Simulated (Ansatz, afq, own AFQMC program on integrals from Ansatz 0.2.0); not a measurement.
# BSiH₃, triplet in cc-pVTZ, levels against CCSDT(Q)

```xyz
5

B    -1.9887    0.0000    0.0000
H    -2.5855    1.0336    0.0000
H    -2.5855   -1.0336    0.0000
H    -0.7007    0.0000    0.0000
Si    0.9763    0.0000    0.0000
```

Connectivity, by distances: BH2 ··· Si, 1 bridging H.

Basis cc-pVTZ. Noble-gas cores (and the filled d shells of Ga–Kr and In–Xe) are frozen. Integrals, coupled cluster, full CI and functionals: Ansatz 0.2.0; the random walks run on the same integrals in our own AFQMC program. The CISD trial takes its coefficients from CCSD amplitudes. Released means that phaseless walkers are propagated on without the constraint, phases kept. Uncertainties: one standard error, sampling alone.

Determinant: UHF, the one that the program's search chose, which needn't be the lowest solution. The geometry is a point of a scan.

No full CI on the walks' own integrals is used here; CCSDT(Q) serves as the reference and is uncertain by about the last step of the cluster series.

Cautions: lower spins were not checked; the released energies are still falling, so no released level is given (meV from the phaseless value at times in 1/Eh: -7 ± 5 at 0.24, -6 ± 5 at 0.51, -2 ± 6 at 0.99, -20 ± 6 at 1.62, -23 ± 7 at 2.40).

The T1 diagnostic is 0.0327, the weight of the determinant in the CISD state is 0.859 and the ⟨S²⟩ of the determinant is 2.040. The size of the correlated space is 10 electrons in 100 orbitals.

```csv
level,correlation energy (eV)
MP2,-4.9327
CCSD,-6.0103
CCSD(T),-6.2218
```

**Question.** Estimate where phaseless AFQMC with a CISD trial lies against CCSD(T) on the same integrals.

**Answer.** 1.76 ± 0.19 mEh below CCSD(T).

Reference: CCSDT(Q), correlation energy -6.279 eV.

```tsv
level	E − E(reference) (mEh)	share of correlation (%)
CCSD(T)	2.09	99.10
CCSDT	0.36	99.84
ph-AFQMC/HF	-0.26 ± 0.97	100.11
ph-AFQMC/CISD	0.33 ± 0.19	99.86
```

A walk keeps the symmetry of its determinant, which the program's search chose and which needn't be the lowest solution, so a lower state of the same spin and another symmetry isn't excluded.
